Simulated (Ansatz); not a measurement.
Geometry optimisation, Ansatz, RKS PBE-D4/6-31G*.

Input file:

```yaml
crystal:
  periodic: [false, false, false]
  atoms:
    - { symbol: Al, position_ang: [-0.985051, -0.95866, 0.848559] }
    - { symbol: H, position_ang: [1.503378, 0.120892, 1.365206] }
    - { symbol: C, position_ang: [1.956752, 0.124497, 0.355581] }
    - { symbol: H, position_ang: [2.095789, -0.915613, 0.020362] }
    - { symbol: H, position_ang: [1.315278, 0.668005, -0.354629] }
    - { symbol: H, position_ang: [2.938106, 0.62413, 0.406904] }
    - { symbol: C, position_ang: [-1.432176, -0.051793, -0.906378] }
    - { symbol: H, position_ang: [-2.407625, -0.435419, -1.272679] }
    - { symbol: H, position_ang: [-1.54944, 1.046695, -0.805315] }
    - { symbol: H, position_ang: [-0.698311, -0.222833, -1.717712] }
basis:
  gaussian: { orbitals: "6-31G*" }
hamiltonian:
  xc: pbe
  dispersion: d4
relax:
  f_tol: 0.03
  max_steps: 50
output:
  orbitals: {}
```

Run as:

```bash
$ ansatz run input.yaml --threads 1 --pin off --max-ram 2048MiB --backend cpu --events-out ev --progress --plain --runs-dir out
```

Question: Where does it end, and by what steps?

Answer: The run converged. The force dipped under the threshold on the way, but the program's further checks kept it going. After 7 steps the energy has fallen by 0.028 eV; Al1 moved furthest, 0.30 Å.

| step | energy less start (eV) | largest force component (eV/Å) | accepted |
| --- | --- | --- | --- |
| 0 | 0.0000 | 0.142 | yes |
| 1 | -0.0236 | 0.088 | yes |
| 2 | -0.0016 | 0.506 | no |
| 3 | -0.0266 | 0.044 | yes |
| 4 | -0.0271 | 0.016 | yes |
| 5 | -0.0276 | 0.061 | yes |
| 6 | -0.0278 | 0.011 | yes |
| 7 | -0.0279 | 0.008 | yes |

```xyz
10
Properties=species:S:1:pos:R:3
Al -1.249 -1.088 0.817
H 1.664 0.152 1.414
C 2.032 0.179 0.376
H 2.110 -0.849 -0.012
H 1.342 0.762 -0.253
H 3.027 0.650 0.359
C -1.505 -0.104 -0.920
H -2.513 -0.281 -1.348
H -1.399 0.994 -0.801
H -0.771 -0.414 -1.691
```

Whether the end is a true minimum wasn't checked by a vibrational analysis.

Time of the run: 17 s on 1 thread of Arm Neoverse V1, on a shared host, peak memory 0.11 GiB.
